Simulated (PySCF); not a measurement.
## How well do the runs reproduce experiment for 1-chloro-1-propene(E)?

**Measured values to compare with.**

From NIST CCCBDB Release 22 (SRD 101), experimental dipoles, for the gas: dipole moment (dielectric constant and refractivity) 1.97 D.

The results are set against them at the end.

Species: 1-chloro-1-propene(E), C₃H₅Cl.
Numbering: `[CH3:1]/[CH:2]=[CH:3]/[Cl:4]` (hydrogens: H5, H6, H7 on C1; H8 on C2; H9 on C3)

Cartesian coordinates in Å at the PBE0-D3(BJ)/def2-TZVP level; atoms count from 1:
```
atom  x, y, z in Å
C1    -1.1587    0.0647    0.2706
C2     0.1948   -0.4735   -0.0398
C3     1.2399    0.2948   -0.2984
Cl4    2.8054   -0.3263   -0.6624
H5    -1.1644    1.1558    0.2867
H6    -1.5073   -0.2943    1.2434
H7    -1.8900   -0.2696   -0.4716
H8     0.3206   -1.5524   -0.0549
H9     1.1998    1.3774   -0.2999
```

Runs made with PySCF (gas phase, on this PBE0-D3(BJ)/def2-TZVP geometry; no spin–orbit coupling):

```tsv
level	job	basis functions	wall time
PBE0-D3(BJ)/def2-TZVP, grid level 2	geometry optimisation from a GFN2-xTB start shaken at random	160	52 s
PBE0/pcSseg-2	shieldings, charges and field gradients, density and orbital grids written	221	19 s
CAM-B3LYP/aug-cc-pVTZ	10 singlets by full TDDFT, 4 Tamm–Dancoff triplets, polarisability	303	34 s
PBE0/aug-cc-pVTZ	10 singlets by full TDDFT, 4 Tamm–Dancoff triplets, polarisability, dynamic polarisability, density and orbital grids written	303	36 s
wB97X-D/aug-cc-pVTZ	10 singlets by full TDDFT, 4 Tamm–Dancoff triplets, polarisability, ΔSCF ions	303	58 s
```

Hardware: Arm Neoverse V1, one thread, on a shared host.

Results beside the measurements:

**Dipole moment.** Measured: 1.97 D (NIST CCCBDB Release 22 (SRD 101), experimental dipoles).

```
                level  computed (D)  computed − measured (D)  % (from the printed values)
PBE0-D3(BJ)/def2-TZVP          1.91                    -0.06                           -3
        PBE0/pcSseg-2          1.99                    +0.02                           +1
CAM-B3LYP/aug-cc-pVTZ          2.01                    +0.04                           +2
     PBE0/aug-cc-pVTZ          1.98                    +0.01                           +1
  wB97X-D/aug-cc-pVTZ          2.01                    +0.04                           +2
```

Closest is PBE0/aug-cc-pVTZ (+0.01 D), furthest PBE0-D3(BJ)/def2-TZVP (-0.06 D); one molecule doesn't rank methods. The computed dipoles belong to one fixed geometry; measured ones are averaged over vibrations unless marked μe. Magnitudes are compared, not signs.

No measured geometry was used, and the causes of the misses weren't examined.
